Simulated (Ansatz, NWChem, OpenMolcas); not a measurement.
# Strength of the C–H bond: CH5N → CH4N + H

Species: CH5N (methylamine) `CN`, singlet; CH4N `[CH2]N`, doublet; H atom, doublet. 

Shapes, held fixed at every level: PBE0-D4/def2-TZVP. Flexible molecules stand in one conformer, not always the lowest. Programs: Ansatz 0.2.0, NWChem 7.3.0, OpenMolcas 26.06. A level may come from different programs for different species; with the same settings they agree closely. The zero-point and thermal change to 298 K, harmonic and unscaled (PBE0-D4/def2-TZVP), is -30.3 kJ/mol.

```json
{"level": "MP2/def2-TZVPP", "kind": "perturbation theory", "ΔH(298 K) (kJ/mol)": "+382.4", "less CCSD(T)/CBS estimate": "-8.9"}
{"level": "PBE/aug-cc-pVDZ", "kind": "GGA", "ΔH(298 K) (kJ/mol)": "+363.3", "less CCSD(T)/CBS estimate": "-28.0"}
{"level": "r2SCAN-D4/def2-TZVPP", "kind": "meta-GGA", "ΔH(298 K) (kJ/mol)": "+365.1", "less CCSD(T)/CBS estimate": "-26.2"}
{"level": "B3LYP/6-31G* (spherical functions)", "kind": "global hybrid", "ΔH(298 K) (kJ/mol)": "+383.5", "less CCSD(T)/CBS estimate": "-7.8"}
{"level": "PBE0/def2-SVP", "kind": "global hybrid", "ΔH(298 K) (kJ/mol)": "+366.7", "less CCSD(T)/CBS estimate": "-24.6"}
{"level": "PBE0/def2-TZVP", "kind": "global hybrid", "ΔH(298 K) (kJ/mol)": "+368.2", "less CCSD(T)/CBS estimate": "-23.1"}
{"level": "wB97X-V/def2-TZVPP", "kind": "range-separated hybrid", "ΔH(298 K) (kJ/mol)": "+381.8", "less CCSD(T)/CBS estimate": "-9.5"}
{"level": "CCSD(T)/CBS estimate", "kind": "coupled cluster or CI", "ΔH(298 K) (kJ/mol)": "+391.3", "less CCSD(T)/CBS estimate": "0.0"}
```

The highest level, CCSD(T)/CBS estimate, gives ΔH(298 K) = +391.3 kJ/mol; the levels span +363.3 to +391.3. The column of differences is taken from that level and isn't an error. No measured value is set beside it here. Open shells run unrestricted. The CBS estimate extrapolates MP2 from def2-TZVPP and def2-QZVPP and adds CCSD(T) − MP2 in the triple-zeta set, cores frozen. CCSD(T)/CBS estimate lies outside the range of all other levels here, so it shouldn't be taken on trust.
